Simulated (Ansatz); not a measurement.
# H2NSi: the cost of one run

Method: def2-QZVPP, core rule «outside noble gas», up to 6 orbitals frozen; program: Ansatz 0.2.0, Gaussian basis.

To be run: UHF; ROHF; CCSD(T) on UHF.

2 further runs of the same task are left out: 2 set aside as unsound or not needed. Runs told in other sessions of the task aren't counted.

**1. What is computed**

The geometry is a PBE0/def2-TZVP stationary point (not a proven minimum) of the parent state, kept for this charge and spin.

4 atoms, charge 1, spin multiplicity 3.

Atoms are counted from 1 here; the program's logs count them from 0.

Bond lengths: Si1–N2 1.705 Å, N2–H3 1.010 Å, N2–H4 1.010 Å. Angles: Si1–N2–H3 124.3°, Si1–N2–H4 124.3°, H3–N2–H4 111.4°.

As a file:

```xyz
4

Si    0.00000    0.00000    0.64553
N     0.00000    0.00000   -1.05994
H     0.00000    0.83499   -1.62900
H     0.00000   -0.83499   -1.62900
```

**2. UHF**

File in.yaml:

```yaml
crystal:
  periodic: [false, false, false]
  atoms:
    - {symbol: Si, position_ang: [0.000000, 0.000000, 0.645532]}
    - {symbol: N, position_ang: [0.000000, 0.000000, -1.059936]}
    - {symbol: H, position_ang: [0.000000, 0.834992, -1.628999]}
    - {symbol: H, position_ang: [0.000000, -0.834993, -1.628999]}
basis:
  gaussian: {orbitals: "def2-QZVPP.json"}
total_charge: 1
magnetization: {spin_polarized: true, initial_magnetization: 2}
hamiltonian: {xc: hf}
output: {orbitals: {seedname: orbitals}}
```

Command:

```sh
$ ansatz run in.yaml --threads 1 --pin off --events-out ev --progress --plain --max-ram 2393MiB
```

What time and memory should one allow on 1 thread of Arm Neoverse V2, shared host?

About 17 s, with a peak of 0.35 GiB.
